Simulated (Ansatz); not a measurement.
# AlBH4Mg (SMILES [BH2][AlH][MgH]): single points off equilibrium

Aim: energy, forces and dipole at a structure displaced at random from a GFN2-xTB minimum, from CCSD(T) and from density functionals.

Method: single points in def2-TZVPP; program: Ansatz 0.2.0, Gaussian basis.

Correlated methods freeze the cores. The outer core shell of Li, Na, Mg and K is correlated.

**1. The system as given**

SMILES `[BH2][AlH][MgH]`, 7 atoms, charge 0, spin multiplicity 1.

Atoms are counted from 1 here; the program's logs count them from 0.

Bond lengths: B1–Al2 1.903 Å, B1–H4 1.239 Å, B1–H5 0.857 Å, Al2–H6 1.624 Å, Mg3–H7 1.536 Å. Angles: Al2–B1–H4 123.7°, Al2–B1–H5 121.7°, H4–B1–H5 111.5°, B1–Al2–H6 145.4°.

Coordinates:

```xyz
7
AlBH4Mg
B    -1.7156    0.5936   -0.6703
Al   -0.1147    0.4252    0.3450
Mg    1.7256   -1.4500    0.1832
H    -1.7708    1.1439   -1.7793
H    -2.3860    0.0751   -0.5438
H     0.7124    0.9636    1.6353
H     3.0890   -1.8523    0.7642
```

**2. CCSD(T)/def2-TZVPP**

The input, run/in.yaml:

```yaml
crystal:
  periodic: [false, false, false]
  atoms:
    - {symbol: B, position_ang: [-1.715600, 0.593600, -0.670300]}
    - {symbol: Al, position_ang: [-0.114700, 0.425200, 0.345000]}
    - {symbol: Mg, position_ang: [1.725600, -1.450000, 0.183200]}
    - {symbol: H, position_ang: [-1.770800, 1.143900, -1.779300]}
    - {symbol: H, position_ang: [-2.386000, 0.075100, -0.543800]}
    - {symbol: H, position_ang: [0.712400, 0.963600, 1.635300]}
    - {symbol: H, position_ang: [3.089000, -1.852300, 0.764200]}
basis:
  gaussian: {orbitals: def2-TZVPP}
correlation: {method: ccsd_t}
output: {forces: true}
```

No record of the launch command was kept for these runs.

**3. PBE0-D4/def2-TZVPP**

run/in.yaml, as its differences from that of step 2:

```diff
@@ -12,3 +12,3 @@
   gaussian: {orbitals: def2-TZVPP}
-correlation: {method: ccsd_t}
-output: {forces: true}
+hamiltonian: {xc: pbe0, dispersion: d4}
+output: {forces: true, orbitals: {seedname: orbitals}}
```

**4. wB97M-V/def2-TZVPP**

run/in.yaml, as its differences from that of step 3:

```diff
@@ -12,3 +12,3 @@
   gaussian: {orbitals: def2-TZVPP}
-hamiltonian: {xc: pbe0, dispersion: d4}
-output: {forces: true, orbitals: {seedname: orbitals}}
+hamiltonian: {xc: {name: wB97M-V}}
+output: {forces: true}
```

**5. r2SCAN-D4/def2-TZVPP**

run/in.yaml, as its differences from that of step 4:

```diff
@@ -12,3 +12,3 @@
   gaussian: {orbitals: def2-TZVPP}
-hamiltonian: {xc: {name: wB97M-V}}
+hamiltonian: {xc: r2scan, dispersion: d4}
 output: {forces: true}
```

**6. PBE-D4/def2-TZVPP**

run/in.yaml, as its differences from that of step 5:

```diff
@@ -12,3 +12,3 @@
   gaussian: {orbitals: def2-TZVPP}
-hamiltonian: {xc: r2scan, dispersion: d4}
+hamiltonian: {xc: pbe, dispersion: d4}
 output: {forces: true}
```

**7. HSE06-D4/def2-TZVPP**

run/in.yaml, as its differences from that of step 6:

```diff
@@ -12,3 +12,3 @@
   gaussian: {orbitals: def2-TZVPP}
-hamiltonian: {xc: pbe, dispersion: d4}
+hamiltonian: {xc: hse06, dispersion: d4}
 output: {forces: true}
```

**8. BHLYP-D4/def2-TZVPP**

run/in.yaml, as its differences from that of step 7:

```diff
@@ -12,3 +12,3 @@
   gaussian: {orbitals: def2-TZVPP}
-hamiltonian: {xc: hse06, dispersion: d4}
+hamiltonian: {xc: {name: BHLYP}, dispersion: d4}
 output: {forces: true}
```

(Steps that only read results are left out.)

Q: Predict the outcome of this session. Wanted: energy less free atoms, CCSD(T)/def2-TZVPP; RMS force component; RMS force error; HOMO and LUMO, PBE0-D4; T1 diagnostic.

**Answer**, as computed:

```
                                  quantity                                                                                             value
energy less free atoms, CCSD(T)/def2-TZVPP                                                                                    -1202.4 kJ/mol
                       RMS force component                                                              6.088 to 6.172 eV/Å over the methods
                           RMS force error  PBE0-D4 0.118, wB97M-V 0.108, r2SCAN-D4 0.164, PBE-D4 0.217, HSE06-D4 0.121, BHLYP-D4 0.118 eV/Å
                    HOMO and LUMO, PBE0-D4                                                                                -5.72 and -2.16 eV
                             T1 diagnostic                                                                                             0.017
```

What this shows: Against CCSD(T) the functionals' energies less atoms differ by -82.2 to -42.6 kJ/mol, PBE-D4 by -50.2 kJ/mol. A larger basis would deepen the CCSD(T) value, while the functionals are nearly converged already, so the order here is not reliable. On forces the order runs from wB97M-V to PBE-D4. Frozen-core CCSD(T) forces in triple zeta carry basis errors of their own, and this is one geometry, so small gaps rank nothing.
